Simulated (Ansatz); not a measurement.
**H2Cl+ (singlet): from Hartree-Fock to the top rungs at distance Cl1–H2 = 1.310 Å, 6-31G**

Aim: climb from Hartree-Fock through coupled cluster and multireference methods for H2Cl+ (singlet) at one geometry and basis, and see what each rung misses.

Computed with Ansatz 0.2.0, Gaussian basis. Level: 6-31G, core rule «outside noble gas», up to 5 orbitals frozen.

The runs, in order: UHF; CCSD(T) on RHF; BCCD(T) on RHF; CISD; CCSDT(Q) on RHF; CISDTQ; CCSDTQ on RHF; CASSCF and MRCISD+Q, 2 electrons in 2 orbitals; CASSCF and NEVPT2, 2 electrons in 2 orbitals; CASSCF and MRCISD+Q, 8 electrons in 6 orbitals; CASSCF and MRCISD+Q(relaxed), 8 electrons in 6 orbitals; CASSCF and NEVPT2, 8 electrons in 6 orbitals; Full CI.

14 further runs of the same task are left out: 9 that didn't finish, 5 set aside as unsound or not needed. Runs told in other sessions of the task aren't counted.

## Step 1: The geometry

The geometry derives from a PBE0/def2-TZVP stationary point (not a proven minimum). One bond is set to the value named and the two fragments are kept rigid.

3 atoms, charge 1, spin multiplicity 1.

Atoms are counted from 1 here; the program's logs count them from 0.

Bond lengths: Cl1–H2 1.310 Å, Cl1–H3 1.310 Å. Angles: H2–Cl1–H3 94.6°.

## Step 2: UHF

Contents of in.yaml:

```yaml
crystal:
  periodic: [false, false, false]
  atoms:
    - {symbol: Cl, position_ang: [0.000000, -0.047824, 0.000000]}
    - {symbol: H, position_ang: [0.000000, 0.841077, -0.962656]}
    - {symbol: H, position_ang: [0.000000, 0.841077, 0.962656]}
basis:
  gaussian: {orbitals: 6-31G}
total_charge: 1
magnetization: {spin_polarized: true, initial_magnetization: 0}
hamiltonian: {xc: hf}
output: {orbitals: {seedname: orbitals}}
```

The run is started by

```console
ansatz run in.yaml --threads 1 --pin off --events-out ev --progress --plain --max-ram 2393MiB
```

After this run come: CCSD(T) on RHF; BCCD(T) on RHF; CISD; CCSDT(Q) on RHF; CISDTQ; CCSDTQ on RHF; CASSCF and MRCISD+Q, 2 electrons in 2 orbitals; CASSCF and NEVPT2, 2 electrons in 2 orbitals; CASSCF and MRCISD+Q, 8 electrons in 6 orbitals; CASSCF and MRCISD+Q(relaxed), 8 electrons in 6 orbitals; CASSCF and NEVPT2, 8 electrons in 6 orbitals; Full CI.

Q: Predict the results of all the runs planned. Wanted: FCI from the RHF energy; RMP2 from FCI; RCCSD from FCI; RCCSD(T) from FCI; RCCSDT(Q) from FCI; NEVPT2 pair from FCI; MRCISD+Q pair from FCI; NEVPT2 valence from FCI; T1 diagnostic.

The runs gave:

| quantity | value |
| --- | --- |
| FCI from the RHF energy | -1.8767 eV |
| RMP2 from FCI | +368.3 meV |
| RCCSD from FCI | +17.5 meV |
| RCCSD(T) from FCI | +3.6 meV |
| RCCSDT(Q) from FCI | +0.1 meV |
| NEVPT2 pair from FCI | +249.8 meV |
| MRCISD+Q pair from FCI | +0.7 meV |
| NEVPT2 valence from FCI | +169.0 meV |
| levels within 1 kcal/mol (43 meV) | RCCSD, RCCSD(T), BCCD(T), RCCSDT, CISDTQ, RCCSDT(Q), RCCSDTQ, MRCISD pair, MRCISD+Q pair, MRCISD valence, MRCISD+Q valence, MRCISD+Q(relaxed) valence |
| T1 diagnostic | 0.008 |
| effectively unpaired electrons | 0.01 |

RCCSD(T) misses by +3.6 meV, 0.2 % of the correlation energy. One determinant dominates. Of the multireference levels listed MRCISD+Q pair comes nearest in total energy (+0.7 meV), which doesn't show that its space is the better one. These misses are within one basis, not against nature.
